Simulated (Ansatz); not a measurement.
System: CHOS, charge 1, singlet. CHOS+ (SMILES [SH+]=C=O).
B3LYP-D3(BJ)/def2-TZVP minimum from Ansatz (a quantum-chemistry and plane-wave program):
```xyz
4

O      0.3696     0.6925    -1.5532
C      0.1278     0.2560    -0.5478
S     -0.1936    -0.4855     0.8930
H     -0.6258     0.6926     1.4247
```
Charge +1, spin multiplicity 1.

Total energies in cc-pV(D+d)Z, 16 correlated electrons, 7 frozen orbitals. Radicals and triplets start from unrestricted determinants; spin-orbit coupling is neglected. Correlated methods leave the cores frozen. No relativity.

```
method    program  energy (Eh)  minus CCSDT(Q) (mEh)
--------  -------  -----------  --------------------
HF         Ansatz   -510.54425                470.69
MP2        Ansatz   -510.97837                 36.57
CCSD       Ansatz   -510.99382                 21.11
CCSD(T)    Ansatz   -511.01223                  2.70
CCSDT(Q)   Ansatz   -511.01494                  0.00
```

Rough core times of Ansatz's runs on a shared machine: CCSD(T) under 20 s, CCSDT(Q) 30 s.
